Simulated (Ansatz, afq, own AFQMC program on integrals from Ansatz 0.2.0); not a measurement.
**Where AFQMC and coupled cluster stand for O, triplet**

A free O atom.

Basis 6-31G. Only valence electrons are correlated. Integrals, coupled cluster, full CI and functionals: Ansatz 0.2.0; the random walks run on the same integrals in our own AFQMC program. The CISD trial takes its coefficients from CCSD amplitudes. Released means that phaseless walkers are propagated on without the constraint, phases kept. Free projection: walkers drawn from exp(T), propagated without any constraint. Its projection time is finite, and what remains of the start isn't in its error. Uncertainties: one standard error, sampling alone.

Determinant: UHF, the one that the program's search chose, which needn't be the lowest solution.

Full CI on the same integrals is exact in this basis and with this determinant's frozen core.

```
T1 diagnostic                               : 0.0042
weight of the determinant in the CISD state : 0.981
⟨S²⟩ of the determinant                     : 2.003
size of the correlated space                : 6 electrons in 8 orbitals
```

Reference: full CI, correlation energy -1.586 eV. The released energy is read at 2.40 1/Eh (meV from the phaseless value at times in 1/Eh: -1.1 ± 1.3 at 0.24, 0.0 ± 0.3 at 0.51, 0.55 ± 0.22 at 0.99, 0.3 ± 0.5 at 1.62, 0.3 ± 0.4 at 2.40).

```tsv
level	E − E(reference) (mEh)	share of correlation (%)
HF	58.28	0.00
MP2	8.53	85.36
CCSD	0.43	99.26
CCSD(T)	0.09	99.84
CCSDT	0.02	99.96
CCSDT(Q)	0.00	99.99
CCSDTQ	0.00	100.00
ph-AFQMC/HF	0.84 ± 0.41	98.57
ph-AFQMC/CISD	0.00 ± 0.02	100.01
released AFQMC	0.00 ± 0.02	99.99
free AFQMC	0.00 ± 0.01	100.00
```

CCSDT and higher add their correlation energy to the determinant of the CCSD(T) run, since their own runs factorise the integrals more tightly (a shift of under 2 meV). Free projections are given only where their last times agree within the noise and don't stop above the reference; a slow remainder of the start can still hide under it. A walk keeps the symmetry of its determinant, which the program's search chose and which needn't be the lowest solution, so a lower state of the same spin and another symmetry isn't excluded. Released energies are given only where the last usable release times agree within the noise; a slower fall can still hide under it.
